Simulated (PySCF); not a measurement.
# How the method changes the constants of NaH⁻

State: ²Σ⁺ (doublet), unpaired electrons σ ↑. Set-up: Na aug-pcseg-1, H aug-pcseg-1; no relativity (PySCF 2.14). De refers to Na + H⁻ in their ground configurations, without counterpoise correction. The functionals are run spin-unrestricted. A positive dipole points towards H; it is taken about the centre of mass and depends on that origin.

```csv
Level,Re (Å),ωe (cm⁻¹),De (eV),μ (D),"CPU s a point (SCF and correlation, without the integrals)"
UHF-MP2,2.054,881,n/a,n/a,0.03
UHF-SCS-MP2,2.055,876,n/a,n/a,n/a
UHF-CCSD,2.070,842,1.47,n/a,n/a
UHF-CCSD(T),2.070,841,1.47,n/a,0.26
PBE,2.027,879,1.55,1.91,0.17
revPBE,2.045,862,1.52,2.02,0.12
r²SCAN,2.034,884,1.57,1.49,0.25
PBE0,2.019,906,1.58,1.91,0.28
M06,2.015,906,1.63,2.35,0.34
M06-2X,2.007,912,1.59,0.94,0.29
ωB97X,2.011,923,1.60,2.56,0.21
```

Question: Which functional lies closest to UHF-CCSD(T) in De, which farthest, and by how much do they differ from it?

Answer: Closest is revPBE (-2.5 pm in Re, +2.5 % in ωe, +0.05 eV in De against UHF-CCSD(T) in the same basis), farthest M06 (-5.5 pm in Re, +7.7 % in ωe, +0.16 eV in De). CCSD(T) converges more slowly with the basis than the functionals do and binds too weakly in this one, so the order can change at the basis-set limit.

Question: What does the step from GGA to meta-GGA do here, going from PBE to r²SCAN?

Answer: r²SCAN less PBE: +0.7 pm in Re, +0.6 % in ωe, +0.02 eV in De. 

Question: What does the triples do here, going from UHF-CCSD to UHF-CCSD(T)?

Answer: UHF-CCSD(T) less UHF-CCSD: +0.0 pm in Re, -0.1 % in ωe, +0.00 eV in De. The bond length hardly moves.

Correlated steps freeze 1 core orbital. Correlated levels converge slowly with the basis: in double zeta they bind strong bonds too weakly, by up to about 1 eV, and carry superposition errors of some tenths. For an ion De counts to the pair picked by the measured ionisation energies or electron affinities, which need not be the lowest pair at this level. The highest Kohn–Sham level is positive in this anion. Much of that is self-interaction error, but it also means that the finite basis helps to hold the extra electron. The state was picked by a PBE0 search and need not be the measured ground state.

The whole job (state search and all levels along the bond) took about 0.49 min on 1 thread of Intel Xeon 6975P-C (shared host), peak memory 0.31 GiB.
